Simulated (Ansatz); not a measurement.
`CC1COC1` → `C=C(C)CO`  (isomerisation)

Calculated with Ansatz (gas phase, PBE0-D4/def2-TZVP geometries, no zero-point term in ΔE). CCSD(T)/CBS is the MP2 limit (def2-TZVPP, def2-QZVPP) plus CCSD(T) − MP2 in def2-TZVPP, frozen cores. DFT in def2-TZVPP. B3LYP here is the variant with VWN-RPA as its local correlation; programs differ in this. One conformer a species, not always the lowest.

`CC1COC1`:

Z-matrix (Å, degrees):
```
C
C 1 1.508
H 1 1.094 2 110.9
H 1 1.093 2 111.3 3 120.1
H 1 1.093 2 111.3 3 -120.0
C 2 1.534 1 118.3 3 -49.2
C 2 1.534 1 118.3 3 49.5
H 2 1.092 1 110.6 3 -179.9
O 6 1.433 2 91.9 1 126.1
H 6 1.094 2 117.2 1 -117.8
H 6 1.098 2 114.0 1 11.4
H 7 1.098 2 114.0 1 -11.4
H 7 1.094 2 117.2 1 117.8
```

`C=C(C)CO`:

Cartesian coordinates in Å:
```
C -1.214 0.866 -0.661
C -0.192 0.297 -0.028
C 1.166 0.914 0.057
C -0.355 -1.036 0.642
O 0.511 -2.022 0.107
H -2.187 0.387 -0.701
H -1.117 1.829 -1.150
H 1.420 1.137 1.098
H 1.225 1.839 -0.519
H 1.927 0.220 -0.308
H -1.403 -1.356 0.588
H -0.085 -0.961 1.700
H 0.303 -2.114 -0.827
```

```
             level  ΔE (eV)
           ωB97M-V    -0.45
            B2PLYP    -0.55
              PBE0    -0.38
             B3LYP    -0.57
SCS-MP2/def2-TZVPP    -0.47
   CCSD/def2-TZVPP    -0.48
CCSD(T)/def2-TZVPP    -0.49
     MP2/CBS(def2)    -0.53
```

Task: What does CCSD(T)/CBS give? (An estimate is asked.)

Result: The calculation gave: -0.53 eV. The listed levels differ from it by 0.08, -0.02, 0.15, -0.04, 0.06, 0.05, 0.04, 0.00 eV.

Largest T1 diagnostic among the species: 0.010.

In def2-TZVPP, CCSD(T) changes the Hartree–Fock value by +0.06 eV (the triples alone add −0.02 eV) and MP2 by +0.06 eV. From PBE to PBE0 (25 % exact exchange), in def2-TZVPP and without D4, ΔE moves by +0.06 eV.
